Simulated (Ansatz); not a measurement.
in.yaml

```yaml
crystal:
  periodic: [false, false, false]
  atoms:
    - {symbol: Si, position_ang: [0.000000, -0.471221, 0.000000]}
    - {symbol: O, position_ang: [0.000000, 0.413593, -1.306543]}
    - {symbol: O, position_ang: [0.000000, 0.413593, 1.306543]}
basis:
  gaussian: {orbitals: STO-3G}
magnetization: {spin_polarized: false, initial_magnetization: 2}
correlation: {method: fic_mrcisd_q_relaxed, electrons: outside_noble_gas, active_space: {window: {electrons: 2, orbitals: 3}}}
accuracy: high
```

```sh
$ ansatz run in.yaml --threads 1 --pin off --events-out ev --progress --plain --max-ram 2393MiB
```

The program prints:

```
337 factors; integrals over basis functions are off by at most 1.5e-8 eV
mean field evaluation 1: about -11782.0286 eV, gradient 2.6e1 eV
mean field evaluation 2: about -11782.0722 eV, gradient 2.6e1 eV
mean field evaluation 4: about -11787.3428 eV, gradient 5.8e0 eV
mean field evaluation 8: about -11788.5198 eV, gradient 4.8e-1 eV
mean field evaluation 16: about -11788.5265 eV, gradient 1.8e-8 eV
mean field evaluation 32: about -11783.1366 eV, gradient 1.4e0 eV
mean field -11788.52650473 eV, -433.2203584987 hartree, gradient 7.5e-8 eV, S^2 2.000000; 5 other end points of the search recorded, 0 dependent functions left out
reference -11788.52650473 eV, -433.2203584987 hartree; 16, 14 occupied and 3, 5 virtual orbitals, 337 factors
state -11788.52650473 eV, -433.2203584987 hartree
contracted CI cycle   1: correlation 0.00000000 eV, 0.0000000000 hartree, residual 9.98e0 eV
contracted CI cycle   2: correlation -2.12535588 eV, -0.0781053881 hartree, residual 2.96e0 eV
contracted CI cycle   3: correlation -2.51229659 eV, -0.0923251970 hartree, residual 1.78e0 eV
contracted CI cycle   4: correlation -2.67388772 eV, -0.0982635614 hartree, residual 1.42e0 eV
...
contracted CI cycle  18: correlation -2.79540426 eV, -0.1027292118 hartree, residual 1.49e-4 eV
contracted CI cycle  19: correlation -2.79540426 eV, -0.1027292118 hartree, residual 8.13e-5 eV
contracted CI cycle  20: correlation -2.79540426 eV, -0.1027292118 hartree, residual 4.24e-5 eV
contracted CI cycle  21: correlation -2.79540426 eV, -0.1027292118 hartree, residual 2.43e-5 eV
contracted CI cycle  22: correlation -2.79540426 eV, -0.1027292118 hartree, residual 1.17e-5 eV
contracted CI cycle  23: correlation -2.79540426 eV, -0.1027292118 hartree, residual 5.79e-6 eV
contracted CI cycle  24: correlation -2.79540426 eV, -0.1027292118 hartree, residual 3.37e-6 eV
contracted CI cycle  25: correlation -2.79540426 eV, -0.1027292118 hartree, residual 1.57e-6 eV
contracted CI cycle  26: correlation -2.79540426 eV, -0.1027292118 hartree, residual 6.50e-7 eV
contracted CI cycle  27: correlation -2.79540426 eV, -0.1027292118 hartree, residual 2.64e-7 eV
state -11788.52650473 eV, -433.2203584987 hartree; corrected -11791.89889751 eV, -433.3442916473 hartree
WARN: 1 active orbitals are nearly empty or full. The corrections depend on them more than the energy does, and are more stable in an active space without them
Total energy: -11791.89889751 eV, -433.3442916473 hartree
```

Natural occupations: 1.0000 1.0000 0.0000.

Ran on 1 thread of AMD EPYC 9R45, shared host: 0.45 s wall, 0.16 GiB peak host memory.
